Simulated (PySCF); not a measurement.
# Spin-Hamiltonian simulation

Molecule: `O=CC(F)F`, C2H2F2O.

Bonds (- single, = double, # triple, : aromatic): O1=C2 1.196 Å, C2-C3 1.523 Å, C3-F4 1.347 Å, C3-F5 1.347 Å. C2 carries H6; C3 carries H7.

Level of theory: couplings computed with B3LYP/pcJ-1, geometry from PBE0-D3(BJ)/def2-SVP, σ from GIAO-CAM-B3LYP/pcSseg-2, in PySCF 2.14.0 with density-fitted response routines (a single conformation, equivalent nuclei averaged, no solvent model, no relativistic terms).

Scale: ¹H against TMS (reference shieldings calculated alike).

Shifts (ppm): F4/F5 -135.1, H6 9.51, H7 5.29.
Couplings (Hz): F4–F5: 365.3; F4–H6, F5–H6: -0.9; F4–H7, F5–H7: 61.9; H6–H7: 6.0.

The 4-spin Hamiltonian (Zeeman plus full scalar coupling among like nuclei) was diagonalised exactly; lines are Lorentzian, 0.4 Hz wide, and the maxima above 3 % are listed with the tallest set to 100.

Q: Give the ¹H peak list of this spin system at 200 MHz.

A: 
Hz from δ = 0 (height): 1905.9 (53), 1905.0 (99), 1904.1 (52), 1899.9 (54), 1899.0 (100), 1898.1 (53), 1122.9 (48), 1116.9 (47), 1061.0 (95), 1055.0 (94), 999.1 (48), 993.1 (47)

Q: And at 600 MHz?

A: 
| Hz | ppm | height |
| --- | --- | --- |
| 5709.9 | 9.517 | 53 |
| 5709.0 | 9.515 | 100 |
| 5708.1 | 9.514 | 53 |
| 5703.9 | 9.507 | 53 |
| 5703.0 | 9.505 | 100 |
| 5702.1 | 9.504 | 53 |
| 3238.9 | 5.398 | 48 |
| 3232.9 | 5.388 | 47 |
| 3177.0 | 5.295 | 95 |
| 3171.0 | 5.285 | 95 |
| 3115.1 | 5.192 | 48 |
| 3109.1 | 5.182 | 47 |

Q: Among coupled protons with different shifts, which pair is furthest from first order, and how does the field change that?

A: H6 and H7: Δν/J is about 140.7 at 200 MHz (close to first order) and 422.0 at 600 MHz (close to first order). J in Hz doesn't depend on the field, while Δν in Hz grows in proportion to it.

Unscaled 3J(H,H) at this level run about 10 % above measured values. Couplings across =CH–CH2 type bonds come from one rotamer and its mirror image, and can be 1–2 Hz further off. 3J across rotatable bonds or in flexible rings reflects this conformer alone.
